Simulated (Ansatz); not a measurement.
Relaxation of NaLi₂ with UKS PBE/def2-TZVP.

```sh
$ ansatz run in.yaml --threads 4 --pin off --events-out ev --progress --plain --max-ram 3916MiB
```

```yaml
crystal:
  periodic: [false, false, false]
  atoms:
    - {symbol: Li, position_ang: [0.121960, -1.342820, -0.638510]}
    - {symbol: Li, position_ang: [-1.428380, 0.414310, -0.473470]}
    - {symbol: Na, position_ang: [1.306420, 0.928510, 1.111970]}
basis:
  gaussian: {orbitals: def2-TZVP}
magnetization: {spin_polarized: true, initial_magnetization: 1}
hamiltonian: {xc: pbe}
scf: {omitted_lower_state_checks: [starts]}
output: {orbitals: {seedname: orbitals}}
relax: {f_tol: 0.02, max_steps: 100}
```

It took 5.5 s on 4 threads of Arm Neoverse V2 on a shared host.

Positions (Å) and forces (eV/Å) at steps 1, 2, 3, 4, 6, 7, 8 of 8:

```xyz
3
step=1 energy=-4819.9487 eV
Li    0.122   -1.343   -0.639    0.420   -0.579   -0.098
Li   -1.428    0.414   -0.473   -0.501    0.505    0.021
Na    1.306    0.929    1.112    0.081    0.074    0.077
3
step=2 energy=-4820.0590 eV
Li    0.204   -1.450   -0.655    0.068   -0.129   -0.034
Li   -1.513    0.513   -0.463   -0.129    0.089   -0.016
Na    1.308    0.937    1.117    0.061    0.041    0.051
3
step=3 energy=-4820.0552 eV rejected
Li    0.213   -1.546   -0.700   -0.032    0.131    0.052
Li   -1.641    0.539   -0.511    0.096   -0.064    0.013
Na    1.428    1.007    1.211   -0.064   -0.067   -0.065
3
step=4 energy=-4820.0699 eV
Li    0.220   -1.491   -0.668    0.004    0.025    0.015
Li   -1.587    0.532   -0.489   -0.001   -0.007   -0.004
Na    1.367    0.959    1.157   -0.002   -0.018   -0.011
3
step=6 energy=-4820.0745 eV
Li    0.285   -1.371   -0.575    0.008   -0.053   -0.024
Li   -1.701    0.522   -0.549   -0.037    0.021   -0.007
Na    1.417    0.849    1.124    0.029    0.032    0.031
3
step=7 energy=-4820.0763 eV
Li    0.287   -1.393   -0.585   -0.009    0.020    0.006
Li   -1.738    0.528   -0.564    0.014   -0.012    0.001
Na    1.452    0.866    1.149   -0.005   -0.008   -0.007
3
step=8 energy=-4820.0765 eV
Li    0.279   -1.385   -0.585    0.005   -0.002    0.001
Li   -1.728    0.520   -0.563   -0.002    0.004    0.001
Na    1.449    0.865    1.148   -0.003   -0.002   -0.002
```

The structure comes from a short search, and lower isomers may exist.
